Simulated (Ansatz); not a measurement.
A nudged elastic band was laid between two geometries of CH5AlS (8 atoms, charge 0, multiplicity 1).

Level of theory: Ansatz, RKS r2SCAN-D4/def2-SVP.

* movable images: 5
* climbing image: yes
* spring: 0.5 eV/Å²
* optimiser: quadratic models (default)
* start path: through a guess of the saddle point
* force threshold: 0.03 eV/Å
* iteration limit: 60
* end points: relaxed

First end point:

```xyz
8
Properties=species:S:1:pos:R:3
Al -0.747 -0.315 0.498
S 0.261 -0.479 2.440
C 0.192 0.301 -1.097
H 1.231 0.619 -0.913
H -2.277 -0.732 0.514
H 1.457 -0.044 1.982
H -0.339 1.149 -1.564
H 0.222 -0.498 -1.860
```

Last end point:

```xyz
8
Properties=species:S:1:pos:R:3
Al -0.310 -0.374 0.433
S 0.762 0.402 2.186
C 0.147 0.356 -1.312
H 0.529 -0.432 -1.986
H -1.408 -1.495 0.679
H 0.110 -0.385 3.071
H 0.913 1.147 -1.260
H -0.741 0.782 -1.812
```

Task: What changes between the two ends?

Result: No bond is made or broken.

Task: Give the energies along the band, and the barrier.

Result: It converged. The highest image is number 3 of 0 to 6, 29.7 kJ/mol above the first end and 30.9 kJ/mol above the last; the last end lies 1.2 kJ/mol below the first. Another band between the same ends (5 images) ends at a top of the same energy, where a vibrational analysis finds 1 clearly imaginary mode.

```csv
image,path coordinate (Å),energy (kJ/mol)
0,0.00,0.0
1,0.59,2.4
2,1.18,19.2
3,1.77,29.7
4,2.91,2.9
5,4.06,-0.2
6,5.21,-1.2
```

Task: What is the geometry of the highest image?

Result: 
```xyz
8
Properties=species:S:1:pos:R:3
Al -0.613 -0.233 0.484
S 0.298 0.407 2.414
C 0.189 0.305 -1.207
H 1.288 0.385 -1.154
H -1.948 -1.094 0.529
H 1.045 -0.722 2.454
H -0.179 1.314 -1.476
H -0.078 -0.361 -2.044
```

The run took 110 s on 2 threads of Intel(R) Xeon(R) Platinum 8259CL CPU @ 2.50GHz (Skylake/Cascade Lake) (shared host), peak memory 0.17 GiB.
